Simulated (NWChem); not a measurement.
# C2H5N (aziridine) at 3 levels

We compute a comparison of 3 runs (HF/STO-3G, HF/3-21G, B3LYP/6-31G*) of C2H5N (aziridine). 

Program for the calculation: NWChem 7.3.0.

2 further runs of the same task are left out: 2 set aside as unsound or not needed.

### 1 The molecule

C2H5N: 8 atoms, total charge 0, spin state singlet. As SMILES, `C1CN1`. The shape is that of a PBE0-D4/def2-TZVP optimisation.

Bond lengths: C1–C2 1.474 Å, C1–N3 1.458 Å, C2–N3 1.458 Å, C1–H4 1.085 Å, C1–H5 1.084 Å, C2–H6 1.084 Å, C2–H7 1.085 Å, N3–H8 1.013 Å. Some angles: C1–C2–N3 59.6°, C2–C1–N3 59.6°, C1–N3–C2 60.7°, C1–C2–H6 119.8°, C1–C2–H7 117.8°, N3–C2–H6 114.9°, N3–C2–H7 118.8°, C2–C1–H4 117.8°, C2–C1–H5 119.8°, N3–C1–H4 118.8°.

### 2 Energy and forces at HF/STO-3G (run 1)

Contents of a.nw:

```
start a
memory 2200 mb

geometry noautosym nocenter noautoz
 C     -0.441950     0.372860    -0.526630
 C      0.701820     0.041300     0.342680
 N     -0.646410    -0.379240     0.705850
 H     -0.523890    -0.146250    -1.476300
 H     -0.850360     1.377350    -0.521460
 H      1.130680     0.803020     0.984310
 H      1.406100    -0.705720    -0.009460
 H     -0.775990    -1.363310     0.501020
end

basis spherical bse
 C library STO-3G
 N library STO-3G
 H library STO-3G
end

scf
 thresh 1e-08
 maxiter 80
end

task scf gradient
```

Launch:

```bash
$ nwchem a.nw > a.out
```

Output:

```text
[...]
  functions       =    20
[...]
  wavefunction    = RHF
[...]
         Total SCF energy =   -131.397535641150
      One-electron energy =   -329.279246309554
      Two-electron energy =    121.303925602778
 Nuclear repulsion energy =     76.577785065626
        Time for solution =      0.5s
[...]
                         RHF ENERGY GRADIENTS
    atom               coordinates                        gradient
                 x          y          z           x          y          z
   1 C      -0.835164   0.704603  -0.995186    0.010585  -0.008758   0.019568
   2 C       1.326247   0.078046   0.647571   -0.023104   0.001019  -0.006043
   3 N      -1.221538  -0.716660   1.333863    0.014008  -0.015953  -0.024515
   4 H      -0.990009  -0.276372  -2.789802    0.000973  -0.002105  -0.000118
   5 H      -1.606947   2.602814  -0.985417   -0.001201  -0.000039   0.002365
   6 H       2.136675   1.517488   1.860076   -0.001937   0.000169   0.001820
   7 H       2.657144  -1.333617  -0.017877   -0.000830  -0.001580  -0.001490
   8 H      -1.466408  -2.576282   0.946791    0.001507   0.027247   0.008414
[...]
```

It took 1.1 s on 1 thread of Intel Xeon Platinum 8488C (Sapphire Rapids), shared host; peak memory 0.096 GiB.

### 3 Energy and forces at HF/3-21G (run 2)

Contents of c2h5n.nw:

```
start c2h5n
title "C2H5N"
memory total 2200 mb
geometry units angstrom noautosym nocenter noautoz
C       -0.441950       0.372860      -0.526630
C        0.701820       0.041300       0.342680
N       -0.646410      -0.379240       0.705850
H       -0.523890      -0.146250      -1.476300
H       -0.850360       1.377350      -0.521460
H        1.130680       0.803020       0.984310
H        1.406100      -0.705720      -0.009460
H       -0.775990      -1.363310       0.501020
end
basis "ao basis" spherical bse
C library 3-21G
N library 3-21G
H library 3-21G
end
scf
thresh 1e-08
maxiter 80
end
task scf gradient
```

Launch:

```bash
$ nwchem c2h5n.nw > c2h5n.out
```

Output:

```text
[...]
  functions       =    37
[...]
  wavefunction    = RHF
[...]
         Total SCF energy =   -132.275623146381
      One-electron energy =   -329.478682443023
      Two-electron energy =    120.625274231016
 Nuclear repulsion energy =     76.577785065626
        Time for solution =      0.5s
[...]
                         RHF ENERGY GRADIENTS
    atom               coordinates                        gradient
                 x          y          z           x          y          z
   1 C      -0.835164   0.704603  -0.995186    0.010642  -0.021602   0.028497
   2 C       1.326247   0.078046   0.647571   -0.035767  -0.008139  -0.006781
   3 N      -1.221538  -0.716660   1.333863    0.016108   0.026981  -0.010901
   4 H      -0.990009  -0.276372  -2.789802   -0.000653  -0.004163  -0.007789
   5 H      -1.606947   2.602814  -0.985417   -0.004245   0.009344   0.000753
   6 H       2.136675   1.517488   1.860076    0.003432   0.007113   0.006600
   7 H       2.657144  -1.333617  -0.017877    0.005800  -0.006033  -0.002885
   8 H      -1.466408  -2.576282   0.946791    0.004684  -0.003502  -0.007495
[...]
```

Run time: 1.3 s. Hardware: 1 thread of Intel Xeon Platinum 8488C (Sapphire Rapids), shared host; peak memory 0.096 GiB.

### 4 Energy and gradient at B3LYP/6-31G(d) (Cartesian functions) (run 3)

Contents of struct.nw:

```
start struct
title "aziridine"
memory total 2200 mb
charge 0
geometry noautosym nocenter noautoz
  C     -0.441950     0.372860    -0.526630
  C      0.701820     0.041300     0.342680
  N     -0.646410    -0.379240     0.705850
  H     -0.523890    -0.146250    -1.476300
  H     -0.850360     1.377350    -0.521460
  H      1.130680     0.803020     0.984310
  H      1.406100    -0.705720    -0.009460
  H     -0.775990    -1.363310     0.501020
end
basis cartesian
  * library 6-31G*
end
dft
  xc b3lyp
  grid xfine
  convergence energy 1e-08
  maxiter 100
  mulliken
end
task dft gradient
```

Launch:

```bash
$ nwchem struct.nw > struct.out
```

Output:

```text
[...]
          Wavefunction type:  closed shell.
          No. of atoms     :     8
          No. of electrons :    24
[...]
          Charge           :     0
          Spin multiplicity:     1
[...]
          AO basis - number of functions:    55
[...]
              XC Information
              --------------
                         B3LYP Method XC Potential
                     Hartree-Fock (Exact) Exchange  0.200
                        Slater Exchange Functional  0.800 local
                    Becke 1988 Exchange Functional  0.720 non-local
              Lee-Yang-Parr Correlation Functional  0.810
                  VWN I RPA Correlation Functional  0.190 local
[...]
 d= 0,ls=0.0,diis     1   -133.8792733402 -2.10D+02  1.21D-02  3.92D-01     2.1
[...]
 d= 0,ls=0.0,diis     8   -133.9190438442 -2.09D-09  2.46D-06  2.80D-08    14.7
         Total DFT energy =     -133.919043844182
      One electron energy =     -331.091890856864
           Coulomb energy =      140.234282130728
    Exchange-Corr. energy =      -19.639220183672
 Nuclear repulsion energy =       76.577785065626
[...]
      Total Density - Mulliken Population Analysis
     ---------------------------------------------
    Atom       Charge   Shell Charges
 -----------   ------   -------------------------------------------------------
    1 C    6     6.20   1.99  0.69  2.11  0.56  0.81  0.04
    2 C    6     6.20   1.99  0.69  2.11  0.56  0.81  0.04
    3 N    7     7.51   1.99  0.81  2.43  0.95  1.31  0.02
    4 H    1     0.85   0.53  0.32
    5 H    1     0.84   0.53  0.31
    6 H    1     0.84   0.53  0.31
    7 H    1     0.85   0.53  0.32
    8 H    1     0.69   0.52  0.18
[...]
  wavefunction    = closed shell
                         DFT ENERGY GRADIENTS
    atom               coordinates                        gradient
                 x          y          z           x          y          z
   1 C      -0.835164   0.704603  -0.995186    0.002981  -0.003390   0.006925
   2 C       1.326247   0.078046   0.647571   -0.008121  -0.000165  -0.001516
   3 N      -1.221538  -0.716660   1.333863    0.006944   0.000690  -0.008871
   4 H      -0.990009  -0.276372  -2.789802    0.000431   0.000306   0.002887
   5 H      -1.606947   2.602814  -0.985417    0.001352  -0.002132   0.000842
   6 H       2.136675   1.517488   1.860076   -0.001793  -0.001223  -0.001538
   7 H       2.657144  -1.333617  -0.017877   -0.002627   0.001193   0.000562
   8 H      -1.466408  -2.576282   0.946791    0.000833   0.004721   0.000707
[...]
```

Wall time 18 s (1 thread of Intel Xeon Platinum 8488C (Sapphire Rapids), shared host); peak memory 0.14 GiB.

### 5 Overview of the runs

| run | level | Cartesian functions | iteration cap | energy (Eh) | dipole moment (D) | HOMO energy (eV) | LUMO energy (eV) | wall time |
| --- | --- | --- | --- | --- | --- | --- | --- | --- |
| 1 | HF/STO-3G | no | 80 | -131.397536 | 1.79 | -9.02 | 12.98 | 1.1 s |
| 2 | HF/3-21G | no | 80 | -132.275623 | 2.23 | -10.42 | 6.86 | 1.3 s |
| 3 | B3LYP/6-31G* (Cartesian functions) | yes | 100 | -133.919044 | 1.76 | -6.60 | 2.20 | 18 s |

### 6 Summary of results

| quantity | value |
| --- | --- |
| run 3: total energy | -133.91904 Eh |
| run 3: dipole moment | 1.76 D |
| run 3: HOMO energy | -6.60 eV |
| run 3: LUMO energy | 2.20 eV |
| run 3: HOMO–LUMO gap | 8.80 eV |
| run 3: largest force on an atom | 0.580 eV/Å |

**Reading.** The dipole moment (its size) runs from 1.76 D (B3LYP/6-31G*) to 2.23 D (HF/3-21G). The two ends differ in method and basis. The HOMO–LUMO gap runs from 8.80 eV (B3LYP/6-31G*) to 22.00 eV (HF/STO-3G). In run 1 the basis is minimal, so the values are rough. All runs together took 21 s, the longest 18 s.
